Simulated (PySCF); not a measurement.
Aluminium: a sound run and one with changed settings

Sound run: Al [Ne] 3s2 3p1, Al+ [Ne] 3s2. Computed with PySCF 2.14 in x2c-SVPall, with scalar relativity by spin-free X2C-1e. The sound run starts from symmetry-adapted Hartree-Fock orbitals and uses a fine grid where one is needed.

Changed run: 26 angular points. This setting is unsound on purpose.

```csv
species,method,sound run (hartree),changed run (hartree),converged
Al,UHF,-242.21896,-242.21896,yes
Al,M06-L,-242.69488,-242.69569,yes
Al,M06-2X,-242.70210,-242.70309,yes
Al+,UHF,-242.01507,-242.01507,yes
Al+,M06-L,-242.48025,-242.48025,yes
Al+,M06-2X,-242.49036,-242.49036,yes
```

Ionisation energy of Al:

```
method  sound run (eV)  changed run (eV)
   UHF           5.548             5.548
 M06-L           5.840             5.862
M06-2X           5.761             5.789
```

A coarse angular grid integrates products of high-l functions wrongly, so density functionals can shift, and the SCF can exploit the error; Hartree-Fock and MP2 need no grid.

For comparison, NIST gives 5.986 eV between the lowest levels.
